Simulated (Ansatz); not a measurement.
**C2H2FNO2: small, medium and large basis sets**

Aim: see how fast density functionals converge with the basis set for C2H2FNO2.

The runs use Ansatz 0.2.0, Gaussian basis; one geometry, several basis sets.

Plan: PBE0-D4/def2-SVP; ωB97M-V/def2-SVP; PBE0-D4/def2-QZVPP; ωB97M-V/def2-QZVPP; the functionals' def2-TZVPP values are taken from earlier runs.

**1. Structure used throughout**

All runs share one geometry, relaxed beforehand with PBE0-D4 in a triple-zeta def2 set.

8 atoms, charge 0, spin multiplicity 1.

Atoms are counted from 1 here; the program's logs count them from 0.

Bond lengths: O1–C2 1.369 Å, O1–H7 0.962 Å, C2–O3 1.351 Å, C2–N4 1.536 Å, C2–C5 1.413 Å, O3–H8 0.965 Å, N4–C5 1.248 Å, C5–F6 1.305 Å. Angles: C2–O1–H7 108.8°, O1–C2–O3 110.2°, O1–C2–N4 117.4°, O1–C2–C5 125.6°, O3–C2–N4 119.3°, O3–C2–C5 121.1°, N4–C2–C5 49.8°, C2–O3–H8 107.7°, C2–N4–C5 60.0°, C2–C5–N4 70.2°, C2–C5–F6 153.2°, N4–C5–F6 136.6°.

**2. PBE0-D4 in def2-SVP**

The input, in.yaml:

```yaml
crystal:
  periodic: [false, false, false]
  atoms:
    - {symbol: O, position_ang: [1.302064, -0.487420, 0.301054]}
    - {symbol: C, position_ang: [-0.020528, -0.200169, 0.094332]}
    - {symbol: O, position_ang: [-0.797799, -1.163579, 0.634464]}
    - {symbol: N, position_ang: [-0.408578, 0.406755, -1.262189]}
    - {symbol: C, position_ang: [-0.546420, 1.074169, -0.216921]}
    - {symbol: F, position_ang: [-0.967326, 2.269160, 0.096619]}
    - {symbol: H, position_ang: [1.832056, 0.033891, -0.310097]}
    - {symbol: H, position_ang: [-0.301269, -1.990008, 0.606837]}
basis:
  gaussian: {orbitals: def2-SVP}
hamiltonian: {xc: pbe0, dispersion: d4}
output: {orbitals: {seedname: orbitals}}
```

Further steps of the session: ωB97M-V in def2-SVP; PBE0-D4 in def2-QZVPP; ωB97M-V in def2-QZVPP.

Before running them: what should the planned runs give, taken together? Wanted: PBE0-D4: double and triple zeta above quadruple; ωB97M-V: double and triple zeta above quadruple.

**Answer**, as computed:

| quantity | value |
| --- | --- |
| PBE0-D4: double and triple zeta above quadruple | 12.86, 0.55 eV |
| ωB97M-V: double and triple zeta above quadruple | 13.12, 0.52 eV |

What this shows: For PBE0-D4 the step from double to triple zeta gains 12.31 eV and the next only 0.55 eV. These are total energies; as a rule much of such shifts cancels in differences, which this series doesn't test. The LUMO of ωB97M-V is positive and keeps falling with the basis (2.38 to 1.49 eV): an unbound level that the basis holds in place.
